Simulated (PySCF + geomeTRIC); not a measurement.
Species: H₃Si, SMILES `[SiH3]` (charge 0, multiplicity 2).

Q: Give a relaxed geometry from r2SCAN-D4/def2-TZVP (PySCF + geomeTRIC).

A: the end point of this relaxation (outside a Z-matrix the atoms follow the SMILES, hydrogens last).
Cartesian coordinates (Å) in one orientation:
```xyz
4

Si     0.000     0.001     0.331
H     -0.207     1.401    -0.117
H     -1.110    -0.880    -0.110
H      1.317    -0.522    -0.111
```
